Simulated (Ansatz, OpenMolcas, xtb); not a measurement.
**Group exchange: CH3F + HNO2 → CH4O + NOF**

Species: CH3F (fluoromethane) `CF`, singlet; HNO2 `O=NO`, singlet; CH4O (methanol) `CO`, singlet; NOF (nitrosyl fluoride) `O=NF`, singlet. The partners trade F for OH: C–F and N–OH bonds give way to C–OH and N–F.

Shapes, held fixed at every level: PBE0-D4/def2-TZVP. Flexible molecules stand in one conformer, not always the lowest. Programs: Ansatz 0.2.0, OpenMolcas 26.06, xtb 6.7.1. Electronic energies: no zero-point or thermal term.

| level | kind | ΔE (kJ/mol) |
| --- | --- | --- |
| GFN0-xTB | semi-empirical | +41.1 |
| HF/STO-3G | Hartree–Fock | +74.1 |
| SVWN5/STO-3G | LDA | +41.4 |
| M06-2X/STO-3G | global hybrid | +61.0 |
| r2SCAN0/STO-3G | global hybrid | +52.7 |
| ACPF/STO-3G | coupled cluster or CI | +35.4 |
| CCSD(T)/STO-3G | coupled cluster or CI | +42.3 |
| CISD/STO-3G | coupled cluster or CI | +43.5 |
| B3LYP/6-31G* (Cartesian functions) | global hybrid | +32.2 |

B3LYP/6-31G* (Cartesian functions) gives ΔE = +32.2 kJ/mol; the levels span +32.2 to +74.1. The median of the levels is +42.3. No measured value is set beside it here. B3LYP/6-31G* (Cartesian functions) lies outside the range of all other levels here, so it shouldn't be taken on trust. Rows in sets without polarisation functions are far from converged.
